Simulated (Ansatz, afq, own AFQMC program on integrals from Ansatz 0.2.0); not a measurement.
# Atomization energy of BP2H, singlet

| atom | x (Å) | y (Å) | z (Å) |
| --- | --- | --- | --- |
| P | 0.0000 | -0.2584 | 1.0345 |
| B | 0.0000 | 1.2536 | 0.0000 |
| P | 0.0000 | -0.2584 | -1.0345 |
| H | 0.0000 | 2.4367 | 0.0000 |

Connectivity, by distances: P–BH–P, closed to a ring.

Atoms in their ground-state spins without spin–orbit coupling (mostly on UHF) minus the molecule (RHF), without zero-point energy. The geometry is a stationary point, not shown to be a minimum.

Basis cc-pVDZ. Only valence electrons are correlated. Integrals, coupled cluster, full CI and functionals: Ansatz 0.2.0; the random walks run on the same integrals in our own AFQMC program. The CISD trial takes its coefficients from CCSD amplitudes. Released means that phaseless walkers are propagated on without the constraint, phases kept. Uncertainties: one standard error, sampling alone. The errors of all members are added in quadrature.

No full CI on the walks' own integrals is used here; CCSDT(Q) serves as the reference and is uncertain by about the last step of the cluster series. Each member takes its own surest rung, up to full CI.

The best estimate is CCSD(T) at the basis-set limit (CBS: def2-TZVPP and def2-QZVPP, with their diffuse functions for anions and beside diffuse sets, CCSD(T) itself extrapolated) plus the step from CCSD(T) to CCSDT(Q) in cc-pVDZ. Rows without CBS are in cc-pVDZ; B2PLYP and the wave-function rows carry a basis error of their own. Core correlation and relativity beyond core potentials are missing, and ± holds the sampling alone.

Cautions: other spins of the molecule weren't checked.

Best estimate: 12.884 eV.

| level | atomization energy (eV) | error against the best estimate (eV) |
| --- | --- | --- |
| HF | 7.583 | -5.301 |
| MP2 | 11.380 | -1.504 |
| CCSD | 10.564 | -2.320 |
| CCSD(T) | 10.950 | -1.933 |
| ph-AFQMC/CISD | 10.940 ± 0.027 | -1.944 ± 0.027 |
| released AFQMC | 10.984 ± 0.036 | -1.899 ± 0.036 |
| HF/CBS | 8.111 | -4.773 |
| MP2/CBS | 13.200 | 0.316 |
| CCSD(T)/CBS | 12.852 | -0.032 |
| surest rungs in cc-pVDZ | 10.982 | -1.902 |

Correlation beyond CCSD(T) adds 0.032 eV. Going to the basis-set limit adds 1.902 eV at CCSD(T). The perturbative (T) step is worth +0.387 eV.

Best estimates are given only where the step beyond CCSD(T) is under 0.3 eV and no member's determinant is very poor (T1 over 0.05, or 0.07 for open shells, ⟨S²⟩ too high by 0.3, two states mixed), so the hardest cases are missing from such tables.

Each member of a difference takes its own highest rung, so a best estimate needn't equal the limit plus the step of one row. A walk keeps the symmetry of its determinant, which the program's search chose and which needn't be the lowest solution, so a lower state of the same spin and another symmetry isn't excluded. Released energies are given only where the last usable release times agree within the noise; a slower fall can still hide under it.
